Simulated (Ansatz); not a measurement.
in.yaml

```yaml
crystal:
  periodic: [false, false, false]
  atoms:
    - {symbol: As, position_ang: [0.000000, 0.000000, 0.000000]}
    - {symbol: H, position_ang: [2.046319, 2.052803, 2.048835]}
    - {symbol: H, position_ang: [-2.054680, -2.043479, 2.049787]}
    - {symbol: H, position_ang: [-2.043952, 2.045827, -2.058153]}
    - {symbol: H, position_ang: [2.052313, -2.055150, -2.040469]}
basis:
  gaussian: {orbitals: 6-31G}
total_charge: 1
magnetization: {spin_polarized: false}
correlation: {method: ccsdt_q, electrons: valence}
scf: {omitted_lower_state_checks: [cluster_reference]}
```

```sh
$ ansatz run in.yaml --threads 1 --pin off --events-out ev --progress --plain --max-ram 2393MiB
```

Question: Roughly how long does this take on 1 thread of Arm Neoverse V2, shared host, and how much host memory?

Answer: 7.5 s wall and 0.21 GiB.

```
these checks for a lower state are left out or cut short: cluster_reference
591 factors; integrals over basis functions are off by at most 4.9e-8 eV
mean field evaluation 1: about -60804.6384 eV, gradient 4.5e1 eV
mean field evaluation 2: about -60804.6384 eV, gradient 4.5e1 eV
mean field evaluation 4: about -60818.6519 eV, gradient 7.5e0 eV
mean field evaluation 8: about -60818.9607 eV, gradient 2.8e-1 eV
mean field evaluation 16: about -60816.2175 eV, gradient 2.6e0 eV
mean field evaluation 32: about -60816.3781 eV, gradient 1.0e-6 eV
mean field evaluation 64: about -60818.9515 eV, gradient 2.5e-1 eV
mean field evaluation 96: about -60817.7140 eV, gradient 3.9e0 eV
mean field evaluation 128: about -60817.9903 eV, gradient 1.3e0 eV
mean field evaluation 160: about -60815.5554 eV, gradient 1.7e-1 eV
...
cycle  16  -15.97192887 eV  change   -2.9e-3 eV  update   6.3e-4
cycle  17  -15.97277021 eV  change   -8.4e-4 eV  update   2.2e-4
cycle  18  -15.97266100 eV  change    1.1e-4 eV  update   6.7e-5
cycle  19  -15.97279886 eV  change   -1.4e-4 eV  update   4.8e-5
cycle  20  -15.97281727 eV  change   -1.8e-5 eV  update   2.0e-5
cycle  21  -15.97279676 eV  change    2.1e-5 eV  update   7.2e-6
cycle  22  -15.97279458 eV  change    2.2e-6 eV  update   3.2e-6
cycle  23  -15.97279337 eV  change    1.2e-6 eV  update   1.6e-6
cycle  24  -15.97279345 eV  change   -8.1e-8 eV  update   5.6e-7
cycle  25  -15.97279370 eV  change   -2.5e-7 eV  update   3.4e-7
perturbative correction -0.95928455 eV, -0.0352530571 hartree
WARN: these amplitudes may be one of several solutions (largest doubles amplitude 0.42, level shift 2.63 eV)
Total energy: -60835.89258276 eV, -2235.6778163673 hartree
Checks for a lower state left out: cluster_reference
```
